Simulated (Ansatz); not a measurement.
A nudged elastic band was laid between two geometries of ClH + H5NSi (9 atoms, charge 0, multiplicity 1).

Computed with UKS PBE-D4/def2-SVP in Ansatz 0.2.0.

- movable images: 7
- climbing image: yes
- spring: 5.0 eV/Å²
- optimiser: quadratic models (default)
- start path: through a guess of the saddle point
- force threshold: 0.05 eV/Å
- iteration limit: 60
- end points: relaxed

Initial state:

```xyz
9
Properties=species:S:1:pos:R:3
Si -1.050 -0.070 -0.313
H -0.740 -0.931 -1.498
H -2.351 -0.523 0.300
H -1.159 1.378 -0.680
N 0.339 -0.208 0.798
H 1.614 0.330 -0.192
Cl 2.467 0.783 -1.149
H 0.309 0.400 1.626
H 0.571 -1.160 1.107
```

Final state:

```xyz
9
Properties=species:S:1:pos:R:3
Si -0.904 0.823 -0.076
H 1.913 -2.086 -1.018
H -2.014 0.022 -0.682
H -1.359 2.142 0.470
N -0.226 -0.091 1.224
H 1.662 -1.370 -1.152
Cl 0.428 1.268 -1.652
H 0.462 0.357 1.837
H 0.038 -1.065 1.049
```

Q: Which bonds break or form, and what moves?

A: Bonds broken: Si1–H2, H6–Cl7. Bonds formed: Si1–Cl7, H2–H6. ClH + H5NSi becomes ClH4NSi + H2.

Q: What energy profile does the band end with?

A: The run converged. The highest image is number 4 of 0 to 8, 1.31 eV above the first end and 1.82 eV above the last; the last end lies 0.51 eV below the first. The profile has 2 maxima (images 2, 4) with wells between them (image 3): this band takes more than one step, which may be the mechanism or a detour left from its start path. Neighbouring images differ by up to 1.4 eV, so the band resolves the path poorly. A vibrational analysis at the climbing image gives one clearly imaginary mode, 714i cm⁻¹: a first-order saddle point. The orbitals stay closed-shell, which can raise the energy where a bond breaks towards radicals; this wasn't checked here.

| image | path coordinate (Å) | energy (eV) | Si1–H2 (Å) | H6–Cl7 (Å) | Si1–Cl7 (Å) |
| --- | --- | --- | --- | --- | --- |
| 0 | 0.00 | 0.00 | 1.50 | 1.36 | 3.71 |
| 1 | 1.40 | 0.06 | 1.50 | 1.35 | 3.84 |
| 2 | 2.80 | 0.34 | 1.53 | 1.31 | 3.81 |
| 3 | 4.20 | 0.31 | 1.53 | 1.31 | 3.56 |
| 4 | 5.60 | 1.31 | 1.77 | 1.76 | 2.54 |
| 5 | 7.18 | -0.08 | 2.86 | 2.36 | 2.12 |
| 6 | 8.75 | -0.49 | 3.94 | 2.81 | 2.11 |
| 7 | 10.32 | -0.50 | 3.89 | 2.88 | 2.11 |
| 8 | 11.89 | -0.51 | 4.16 | 2.96 | 2.11 |

Q: What is the geometry of the highest image?

A: 
```xyz
9
Properties=species:S:1:pos:R:3
Si -0.530 0.123 -0.197
H 0.078 -0.714 -1.638
H -1.643 -0.903 -0.277
H -1.077 1.400 -0.738
N 0.039 -0.158 1.389
H 0.794 -0.160 -1.493
Cl 1.752 1.100 -0.721
H 0.918 0.239 1.726
H -0.332 -0.928 1.948
```

The run took 9.3 min on 2 threads of Arm Neoverse V2, with other jobs on the host, peak memory 0.14 GiB.
